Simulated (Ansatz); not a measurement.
# How the smallest direct gap on the k points sampled of SnBr2 (Pnma, No. 62; cell taken from a computed entry) moves with the method

No measured value is used here.

```csv
level (code),value (eV),cell (Å³/atom)
LDA (Ansatz),2.01,28.32
PBEsol (Ansatz),2.10,30.53
G0W0@PBEsol (Ansatz),3.69,33.14
```

Computed values are for a static lattice. Spin–orbit coupling is included only where a level's name says +SOC; with heavier elements it mostly lowers gaps and can invert bands.  G0W0@PBEsol: filled d or f shells below the valence bands can shift G0W0 gaps through exchange with them, which wasn't tested here. G0W0@PBEsol: the correction to the complete basis was taken at k points off the band edges. Values are at the level's own equilibrium cell; G0W0@PBEsol at a fixed cell, not relaxed at this level and not confirmed as the measured one. Ansatz's density-functional and Hartree–Fock values are scalar-relativistic unless marked +SOC, with PAW data made under PBE.

Ansatz is a quantum-chemistry and plane-wave program.
